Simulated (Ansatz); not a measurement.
Cost and result up the ladder for AlO₂H (4 atoms). Charge 0, multiplicity 1. Geometry: PBE-D4/def2-TZVP.

Cartesian coordinates in Å:
```
Al -0.033 0.517 0.323
O -0.026 1.682 1.443
O -0.070 -0.628 -0.921
H 0.129 -1.571 -0.845
```

Ansatz on 4 threads of Arm Neoverse V1 on a shared host. Times are rough, and most runs start from the orbitals of an earlier one. PBE0-D4/def2-TZVPD serves as the yardstick here, not as an exact answer. Differences are given only for rows in sets of like size (and for xTB, whose basis is part of the method), since another set adds its own error. Binding counts from free atoms at the same level (Al doublet, O triplet, H doublet; other spins of the atoms weren't run), without zero-point energy or a counterpoise term.

B3LYP takes the VWN-RPA correlation. Correlated methods freeze 7 core orbitals. The structure comes from a short search, and lower isomers may exist.

Correlated methods converge slowly with the basis.

```json
{"level": "r2SCAN-D4/def2-TZVP", "functions": "105", "binding energy per atom (eV)": "3.71", "difference from PBE0-D4/def2-TZVPD (eV)": "0.13", "remarks": "–"}
{"level": "BLYP-D4/def2-TZVP", "functions": "105", "binding energy per atom (eV)": "3.77", "difference from PBE0-D4/def2-TZVPD (eV)": "0.18", "remarks": "–"}
{"level": "revPBE-D4/def2-TZVP", "functions": "105", "binding energy per atom (eV)": "3.67", "difference from PBE0-D4/def2-TZVPD (eV)": "0.09", "remarks": "–"}
{"level": "B3LYP-D4/6-31G", "functions": "33", "binding energy per atom (eV)": "3.08", "difference from PBE0-D4/def2-TZVPD (eV)": "–", "remarks": "–"}
{"level": "PBE-D4/def2-TZVP", "functions": "105", "binding energy per atom (eV)": "3.81", "difference from PBE0-D4/def2-TZVPD (eV)": "0.23", "remarks": "–"}
{"level": "r2SCANh-D4/def2-TZVP", "functions": "105", "binding energy per atom (eV)": "3.63", "difference from PBE0-D4/def2-TZVPD (eV)": "0.04", "remarks": "–"}
{"level": "MP2/def2-TZVP", "functions": "105", "binding energy per atom (eV)": "3.82", "difference from PBE0-D4/def2-TZVPD (eV)": "0.23", "remarks": "–"}
{"level": "PBE0-D4/def2-TZVPD", "functions": "132", "binding energy per atom (eV)": "3.58", "difference from PBE0-D4/def2-TZVPD (eV)": "0.00", "remarks": "–"}
{"level": "CCSD(T)/def2-TZVPD", "functions": "132", "binding energy per atom (eV)": "3.57", "difference from PBE0-D4/def2-TZVPD (eV)": "-0.01", "remarks": "large T1 (0.024)"}
{"level": "r2SCAN-D4/def2-TZVPD", "functions": "132", "binding energy per atom (eV)": "3.72", "difference from PBE0-D4/def2-TZVPD (eV)": "0.13", "remarks": "–"}
{"level": "PBE0-D4/def2-SVP", "functions": "51", "binding energy per atom (eV)": "3.50", "difference from PBE0-D4/def2-TZVPD (eV)": "–", "remarks": "–"}
{"level": "HF/STO-3G", "functions": "20", "binding energy per atom (eV)": "1.85", "difference from PBE0-D4/def2-TZVPD (eV)": "–", "remarks": "–"}
{"level": "CCSD(T)/def2-TZVPP", "functions": "118", "binding energy per atom (eV)": "3.59", "difference from PBE0-D4/def2-TZVPD (eV)": "0.00", "remarks": "large T1 (0.024)"}
{"level": "PBE0-D4/def2-TZVP (with forces)", "functions": "105", "binding energy per atom (eV)": "3.58", "difference from PBE0-D4/def2-TZVPD (eV)": "-0.01", "remarks": "–"}
```

(1) Estimate how long each takes.

## Answers

(1) HF/STO-3G 0.1 s; B3LYP-D4/6-31G 0.25 s; PBE0-D4/def2-SVP 0.3 s; MP2/def2-TZVP 0.35 s; PBE-D4/def2-TZVP 0.45 s; revPBE-D4/def2-TZVP 0.45 s; BLYP-D4/def2-TZVP 0.45 s; PBE0-D4/def2-TZVPD 0.7 s; PBE0-D4/def2-TZVP (with forces) 0.9 s; r2SCAN-D4/def2-TZVP 0.95 s; r2SCANh-D4/def2-TZVP 0.95 s; r2SCAN-D4/def2-TZVPD 1.2 s; CCSD(T)/def2-TZVPP 2.6 s; CCSD(T)/def2-TZVPD 4.1 s. On shared hardware such times vary by a factor of up to 3.
